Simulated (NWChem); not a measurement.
# CH4Si (SMILES C=[SiH2]) at B97/6-311++G(2d,2p)

Aim: the vertical electron affinity of CH4Si at B97/6-311++G(2d,2p), from 2 runs. 

The calculation is run with NWChem 7.3.0.

1 further run of the same task is left out (set aside as unsound or not needed).

## 1. The structure to begin with

CH4Si: 6 atoms, total charge 0, spin state singlet. SMILES: `C=[SiH2]`. The shape is that of a GFN2-xTB optimisation.

Bond lengths: C1–Si2 1.748 Å, C1–H3 1.077 Å, C1–H4 1.077 Å, Si2–H5 1.458 Å, Si2–H6 1.458 Å. Angles: C1–Si2–H5 124.5°, C1–Si2–H6 124.6°, Si2–C1–H3 122.4°, Si2–C1–H4 122.5°, H5–Si2–H6 110.9°, H3–C1–H4 115.0°.

## 2. The energy at B97/6-311++G(2d,2p)

Input file struct.nw:

```
echo
start struct
memory 2200 mb
charge 0

geometry units angstrom noautosym nocenter
   zmatrix
     C
     Si 1 r2
     H 1 r3 2 a3
     H 1 r4 3 a4 2 d4
     H 2 r5 1 a5 4 d5
     H 2 r6 5 a6 1 d6
   variables
     r2 1.747533
     r3 1.076736
     a3 122.40791
     r4 1.076606
     a4 115.04696
     d4 -179.95096
     r5 1.458346
     a5 124.4977
     d5 179.93638
     r6 1.458225
     a6 110.9027
     d6 179.92731
   end
end

basis spherical bse
   * library "6-311++G(2d,2p)"
end

dft
   xc becke97
   grid medium
end

task dft
```

Run with:

```
$ nwchem struct.nw > struct.out
```

Standard output (excerpt; [...] marks lines left out):

```text
[...]
          Wavefunction type:  closed shell.
          No. of atoms     :     6
          No. of electrons :    24
[...]
          Charge           :     0
          Spin multiplicity:     1
[...]
          AO basis - number of functions:   102
[...]
              XC Information
              --------------
                    Becke 1997 Method XC Potential
                     Hartree-Fock (Exact) Exchange  0.194
                    Becke 1997 Exchange Functional  1.000
                  Becke 1997 Correlation Potential  1.000
[...]
 d= 0,ls=0.0,diis     1   -329.8671243532 -3.81D+02  6.86D-03  5.20D-01     2.0
[...]
 d= 0,ls=0.0,diis     8   -329.9083556513  1.99D-07  6.20D-06  1.55D-06    12.0
         Total DFT energy =     -329.908355651276
      One electron energy =     -555.448013248252
           Coulomb energy =      202.483913865383
    Exchange-Corr. energy =      -27.733721680739
 Nuclear repulsion energy =       50.789465412332
[...]
```

Run time: 13 s. Hardware: 1 thread of Intel Xeon Platinum 8488C (Sapphire Rapids), shared host; peak memory 0.11 GiB.

## 3. The doublet anion

Input file mymol.nw:

```
start mymol
memory total 2200 mb
charge -1

geometry units angstrom noautosym nocenter noautoz
  C     -0.738690    -0.547160    -0.265100
  Si     0.611270     0.451760     0.218260
  H     -1.408510    -0.996610     0.448130
  H     -0.962920    -0.758160    -1.296740
  H      0.952980     0.765970     1.600750
  H      1.545870     1.084200    -0.705300
end

basis "ao basis" spherical bse
  C library "6-311++G(2d,2p)"
  Si library "6-311++G(2d,2p)"
  H library "6-311++G(2d,2p)"
end

dft
  xc becke97
  mult 2
  grid medium
  iterations 150
  noprint "final vectors analysis"
end

task dft energy
```

Run with:

```
$ nwchem mymol.nw > mymol.out
```

Standard output (excerpt; [...] marks lines left out):

```text
[...]
          Wavefunction type:  spin polarized.
          No. of atoms     :     6
          No. of electrons :    25
[...]
          Charge           :    -1
          Spin multiplicity:     2
[...]
          AO basis - number of functions:   102
[...]
              XC Information
              --------------
                    Becke 1997 Method XC Potential
                     Hartree-Fock (Exact) Exchange  0.194
                    Becke 1997 Exchange Functional  1.000
                  Becke 1997 Correlation Potential  1.000
[...]
 d= 0,ls=0.0,diis     1   -329.6190946296 -3.80D+02  4.63D-01  1.11D+00     2.6
[...]
 d= 0,ls=0.5,diis    24   -329.8925933286 -5.36D-08  1.00D-05  3.19D-08    50.8
[...]
         Total DFT energy =     -329.892593368190
      One electron energy =     -560.528280301793
           Coulomb energy =      207.765190046919
    Exchange-Corr. energy =      -27.918974074626
 Nuclear repulsion energy =       50.789470961310
[...]
      <S2> =      0.7551 (Exact =     0.7500)
[...]
```

Wall time 53 s (1 thread of Intel Xeon Platinum 8488C (Sapphire Rapids), shared host); peak memory 0.11 GiB.

## 4. Summary of results

Level: B97/6-311++G(2d,2p).

```
                                         quantity          value
                      singlet CH4Si: total energy  -329.90836 Eh
                     singlet CH4Si: dipole moment         0.74 D
                       singlet CH4Si: HOMO energy       -6.25 eV
                       singlet CH4Si: LUMO energy       -1.53 eV
                     singlet CH4Si: HOMO–LUMO gap        4.73 eV
                      doublet anion: total energy  -329.89259 Eh
                              doublet anion: ⟨S²⟩          0.755
vertical electron affinity (to the doublet anion)      -0.429 eV
```

What this shows: The anion lies 0.43 eV (41.4 kJ/mol) above the neutral: the electron isn't bound at this level, and such a value depends on the basis.
